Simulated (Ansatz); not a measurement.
**Smallest direct gap on the k points sampled of zinc-blende CdSe at several levels of theory**

No measured value is used here.

```csv
level (code),value (eV),cell (Å³/atom)
LDA+SOC (Ansatz),0.24,27.71
PBE+SOC (Ansatz),0.52,27.71
r²SCAN+SOC (Ansatz),1.01,27.71
r²SCANh (Ansatz),(withheld),28.70
Hartree–Fock (Ansatz),7.19,31.26
```

Q: Complete the blanks.

A: 
- r²SCANh (Ansatz, a quantum-chemistry and plane-wave program), value (eV): 1.56

Computed values are for a static lattice. Spin–orbit coupling is included only where a level's name says +SOC; with heavier elements it mostly lowers gaps and can invert bands.  Hartree–Fock: the cell is over a tenth larger than the published one: the level's own overestimate first of all, though another phase or state, or a fault of the published cell, is possible. Values are at a fixed cell, not relaxed at this level and not confirmed as the measured one; r²SCANh at the level's own relaxed cell; Hartree–Fock at the level's own equilibrium cell. Cutoffs and k meshes differ between the levels. Ansatz's density-functional and Hartree–Fock values are scalar-relativistic unless marked +SOC, with PAW data made under PBE.
